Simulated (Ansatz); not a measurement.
# CH4AlF: the cost of one run

All numbers below are computed with Ansatz 0.2.0 (UKS r2SCAN-D4/def2-SVP).

## 1. The starting structure

Bond lengths: Al1–F2 2.119 Å, Al1–C4 2.024 Å, C4–H5 1.098 Å, C4–H6 1.097 Å, C4–H7 1.102 Å. Angles: F2–Al1–C4 172.7°, Al1–C4–H5 112.2°, Al1–C4–H6 111.3°, Al1–C4–H7 115.9°, H5–C4–H6 105.2°, H5–C4–H7 105.5°, H6–C4–H7 105.9°.

Structure file:

```xyz
7

Al   -0.3928   -0.6425   -0.2550
F    -1.4562   -2.3007   -1.0351
H    -0.2911   -2.2832   -1.3870
C     0.3940    1.0429    0.5442
H     0.9551    0.8426    1.4668
H     1.1173    1.5062   -0.1375
H    -0.3264    1.8348    0.8037
```

## 2. Pulling towards end A

Springs on the bonds that form and break draw the guess towards this end; the thresholds are loose.

The input, input.yaml:

```yaml
crystal:
  periodic: [false, false, false]
  atoms:
    - { symbol: Al, position_ang: [-0.3928, -0.6425, -0.255] }
    - { symbol: F, position_ang: [-1.4562, -2.3007, -1.0351] }
    - { symbol: H, position_ang: [-0.2911, -2.2832, -1.387] }
    - { symbol: C, position_ang: [0.394, 1.0429, 0.5442] }
    - { symbol: H, position_ang: [0.9551, 0.8426, 1.4668] }
    - { symbol: H, position_ang: [1.1173, 1.5062, -0.1375] }
    - { symbol: H, position_ang: [-0.3264, 1.8348, 0.8037] }
magnetization:
  spin_polarized: true
basis:
  gaussian: { orbitals: def2-SVP }
hamiltonian:
  xc: r2scan
  dispersion: d4
relax:
  f_tol: 0.15
  max_steps: 25
  restrain:
    - { distance: [2, 1], at: 2.18, k: 30.0 }
    - { distance: [0, 1], at: 1.78, k: 30.0 }
    - { distance: [0, 2], at: 1.52, k: 30.0 }
```

The run is started by

```sh
$ ansatz run input.yaml --threads 2 --pin off --max-ram 3072MiB --backend cpu --events-out ev --progress --plain --runs-dir out
```

Q: Estimate wall time and peak memory on 2 threads of Arm Neoverse V2, shared host.

About 25 s, with a peak of 0.19 GiB.
